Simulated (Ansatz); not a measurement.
System: solid CO2 (dry ice). Method: G0W0@PBEsol (plane waves, hard PAW, contour deformation, complete-basis limit; Ansatz, a first-principles code).

Settings: largest k mesh 4×4×4 (not extrapolated in the mesh).

Cell (measured lattice):

```yaml
crystal:
  lattice:
    - [5.56000, 0.00000, 0.00000]
    - [0.00000, 5.56000, 0.00000]
    - [0.00000, 0.00000, 5.56000]
  atoms:
    - { symbol: C, position: [0.00000, 0.50000, 0.50000] }
    - { symbol: C, position: [0.50000, 0.00000, 0.50000] }
    - { symbol: C, position: [0.00000, 0.00000, 0.00000] }
    - { symbol: C, position: [0.50000, 0.50000, 0.00000] }
    - { symbol: O, position: [0.88002, 0.61998, 0.38002] }
    - { symbol: O, position: [0.38002, 0.88002, 0.61998] }
    - { symbol: O, position: [0.88002, 0.88002, 0.88002] }
    - { symbol: O, position: [0.11998, 0.11998, 0.11998] }
    - { symbol: O, position: [0.61998, 0.38002, 0.88002] }
    - { symbol: O, position: [0.61998, 0.11998, 0.38002] }
    - { symbol: O, position: [0.38002, 0.61998, 0.11998] }
    - { symbol: O, position: [0.11998, 0.38002, 0.61998] }
```

Task: What does this level give for the band gap?

Result: 
- band gap: 11.11 eV (direct)

Note: cell and atoms aren't relaxed at this level; the gap holds a correction of +0.64 eV to the complete basis.

The computed numbers hold no vibrational or temperature effects.
